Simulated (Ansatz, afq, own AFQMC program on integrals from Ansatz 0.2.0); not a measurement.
## HO⁻, quintet in aug-cc-pVDZ, levels against CCSDT(Q)

```yaml
atoms:
  - { symbol: O, position_ang: [0.0000, 0.0000, 0.0000] }
  - { symbol: H, position_ang: [0.0000, 0.0000, 1.0060] }
```

Basis aug-cc-pVDZ. Noble-gas cores (and the filled d shells of Ga–Kr and In–Xe) are frozen. Integrals, coupled cluster, full CI and functionals: Ansatz 0.2.0; the random walks run on the same integrals in our own AFQMC program. The CISD trial takes its coefficients from CCSD amplitudes. Released means that phaseless walkers are propagated on without the constraint, phases kept. ± is one standard error of the sampling.

Determinant: UHF, the one that the program's search chose, which needn't be the lowest solution. The geometry is a PBE0/def2-TZVPD stationary point of this or a neighbouring charge and spin state.

No full CI on the walks' own integrals is used here; CCSDT(Q) serves as the reference and is uncertain by about the last step of the cluster series.

Cautions: another spin lies lower (by 11.13 eV); at this level and basis the anion state lies above a neutral one.

```
T1 diagnostic                               : 0.0129
weight of the determinant in the CISD state : 0.953
⟨S²⟩ of the determinant                     : 6.010
size of the correlated space                : 8 electrons in 31 orbitals
```

```tsv
level	correlation energy (eV)
MP2	-3.2775
CCSD	-3.8332
CCSD(T)	-3.8996
```

(1) Estimate where phaseless AFQMC with a CISD trial lies against CCSD(T) on the same integrals.

(1) 13.6 ± 5.6 meV below CCSD(T).

Reference: CCSDT(Q), correlation energy -3.912 eV. The released energy is read at 2.40 1/Eh (meV from the phaseless value at times in 1/Eh: -1 ± 5 at 0.24, 2 ± 6 at 0.51, -9 ± 5 at 0.99, 1 ± 7 at 1.62, 9 ± 6 at 2.40).

```
         level  E − E(reference) (meV)  share of correlation (%)
       CCSD(T)                    12.8                     99.67
         CCSDT                     1.6                     99.96
 ph-AFQMC/CISD              -0.8 ± 5.6                    100.02
released AFQMC               7.8 ± 6.4                     99.80
```

A walk keeps the symmetry of its determinant, which the program's search chose and which needn't be the lowest solution, so a lower state of the same spin and another symmetry isn't excluded. Released energies are given only where the last usable release times agree within the noise; a slower fall can still hide under it.
